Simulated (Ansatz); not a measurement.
## Solid chlorine

Level of theory: B3LYP (VWN-RPA form) (Ansatz, a program for electronic structure, PAW).

Numerical settings: plane-wave cutoff 460 eV, 8×8×4 k mesh (along the axes of the cell as run), Fermi–Dirac smearing 0.01 eV, scalar-relativistic PAW data made under PBE.

Cell (measured lattice):

Cl is modelled in the orthorhombic space group Cmce (No. 64), Pearson symbol oS8. Lattice parameters: a = 6.3080 Å, b = 4.5583 Å, c = 8.1549 Å, α = 90.00°, β = 90.00°, γ = 90.00°. Cl on 8f is surrounded by 1 Cl at 2.010 Å. (Neighbours: up to the widest gap in distance over summed covalent radii, below 1.35, at either atom.)
(The calculation used a cell of 4 atoms; values per cell refer to that cell.)

- band gap: 4.39 eV (direct)

Note: cell and atoms aren't relaxed at this level (largest force component 0.07 eV/Å, pressure 1.4 GPa).

Static lattice: no zero-point or thermal effects.

Computing time: about 8 core-minutes (a rough figure).
